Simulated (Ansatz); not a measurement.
## Ansatz (development build ahead of 0.2.0) run

```yaml
crystal:
  periodic: [false, false, false]
  atoms:
    - { symbol: B, position_ang: [0.0, 0.0, -0.88336] }
    - { symbol: B, position_ang: [0.0, 0.0, 0.88336] }
basis:
  gaussian: { orbitals: def2-SVP }
total_charge: -1
magnetization:
  spin_polarized: true
  initial_magnetization: 3
hamiltonian:
  xc: hf
correlation:
  method: mp2
  frozen_orbitals: { B: 1 }
```

The input is written out in the form of the current development build from the run's settings.

The run gave:

```json
{
  "Converged": "yes",
  "Reference energy": "-49.10791 hartree",
  "Correlation energy": "-0.11146 hartree",
  "Total energy": "-49.21937 hartree",
  "Spin squared of the determinant": "3.754",
  "Stability test": "minimum"
}
```

Messages of the program:
```
mean field -1336.29426113 eV, -49.1079083237 hartree, gradient 2.1e-6 eV, S^2 3.753601; 9 other ends of a descent, 0 dependent functions left out
```

Caution: no diffuse functions for an anion; the determinant may break the point group.
